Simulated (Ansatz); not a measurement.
**BSiHO (quintet): wave-function methods side by side, def2-TZVPP**

One table from this session's results is given with a row withheld; the runs are named, their logs left out.

Program: Ansatz 0.2.0, Gaussian basis. Level of theory: def2-TZVPP, core rule «outside noble gas», up to 7 orbitals frozen. These are calculated values, not measurements.

To be run: UHF; ROHF; CCSD(T) on UHF.

2 further runs of the same task are left out: 2 set aside as unsound or not needed.

## The geometry

The geometry is a PBE0/def2-TZVP stationary point (not a proven minimum) of the parent state, kept for this charge and spin.

4 atoms, charge 0, spin multiplicity 5.

Atoms are counted from 1 here; the program's logs count them from 0.

Bond lengths: B1–Si2 1.959 Å, Si2–O3 1.524 Å, Si2–H4 1.489 Å. Angles: B1–Si2–O3 122.2°, B1–Si2–H4 110.8°, O3–Si2–H4 127.0°.

The first run:

in.yaml reads:

```yaml
crystal:
  periodic: [false, false, false]
  atoms:
    - {symbol: B, position_ang: [0.000000, -0.531705, 1.776279]}
    - {symbol: Si, position_ang: [0.000000, 0.368430, 0.036582]}
    - {symbol: O, position_ang: [0.000000, -0.403858, -1.277481]}
    - {symbol: H, position_ang: [0.000000, 1.847527, 0.206498]}
basis:
  gaussian: {orbitals: def2-TZVPP}
magnetization: {spin_polarized: true, initial_magnetization: 4}
hamiltonian: {xc: hf}
output: {orbitals: {seedname: orbitals}}
```

Run with:

```console
ansatz run in.yaml --threads 1 --pin off --events-out ev --progress --plain --max-ram 4096MiB --backend cpu
```

Steps of the session up to this table: UHF; ROHF; CCSD(T) on UHF.

One of the session's tables, all rows but one given; the rest of the session is left out.

It belongs to the step «Misses and costs». 

```
  method  from UCCSD(T) (meV)
    ROHF                    ?
     UHF             +10427.8
    UMP2              +1496.1
   UCCSD               +427.4
UCCSD(T)                    0
```

Q: Estimate the row for ROHF from the others.

As computed: from UCCSD(T) (meV): +10614.8. In the column «from UCCSD(T) (meV)» it is the highest.
